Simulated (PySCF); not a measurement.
Trends in electronic spectra. Level of theory: TDDFT PBE0/def2-SVPD, vertical, gas phase, core orbitals frozen in the response (PySCF). Geometries: GFN2-xTB; one conformer of each isolated species. Triplets are in the Tamm–Dancoff approximation.

Task: Rank by computed HOMO energy, lowest first.
A. `O=S(=O)(Cl)C(F)(F)F` (CClF3O2S)
B. `c1nccpc1` (C4H4NP)
C. `CC(=O)c1cc(F)cnn1` (C6H5FN2O)
D. `O=NO` (HNO2)
E. `C(/C=C(/Cl)CC)(=O)O` (C5H7ClO2)

Result: A (-9.97 eV), D (-8.47 eV), E (-7.83 eV), B (-7.43 eV), C (-7.30 eV).

```tsv
SMILES	HOMO (eV)	f (S1)	α (au)	first f ≥ 0.01 (nm)	T1 (eV)	LUMO (eV)	S1 mainly
O=S(=O)(Cl)C(F)(F)F	-9.97	0.004	57.0	183	5.34	-2.29	H→L (98%)
O=NO	-8.47	0.001	20.0	174	2.42	-2.38	H→L (99%)
CC/C(Cl)=C\C(=O)O	-7.83	0.000	85.0	222	3.54	-1.72	H-1→L (96%)
c1cpccn1	-7.43	0.008	73.6	249	3.23	-2.09	H→L (99%)
CC(=O)c1cc(F)cnn1	-7.30	0.000	84.7	212	2.81	-2.54	H→L (99%)
```

H and L stand for HOMO and LUMO.

- `O=S(=O)(Cl)C(F)(F)F`: Löwdin shares by element: HOMO oxygen 54%, chlorine 44%; LUMO chlorine 45%, sulfur 26%, oxygen 18%.
- `O=NO`: Löwdin shares by element: HOMO oxygen 66%, nitrogen 32%; LUMO nitrogen 49%, oxygen 49%.
- `CC/C(Cl)=C\C(=O)O`: Löwdin shares by element: HOMO carbon 52% or more, chlorine 24%, oxygen 9% or more (atoms not listed hold the other 15%); LUMO carbon 61% or more, oxygen 13% or more (atoms not listed hold the other 26%).
- `c1cpccn1`: Löwdin shares by element: HOMO nitrogen 43%, carbon 20% or more, phosphorus 15% (atoms not listed hold the other 22%); LUMO phosphorus 39%, carbon 30% or more, nitrogen 17%.
- `CC(=O)c1cc(F)cnn1`: Löwdin shares by element: HOMO nitrogen 76%, carbon 15% or more; LUMO carbon 45% or more, oxygen 16% (atoms not listed hold the other 38%).
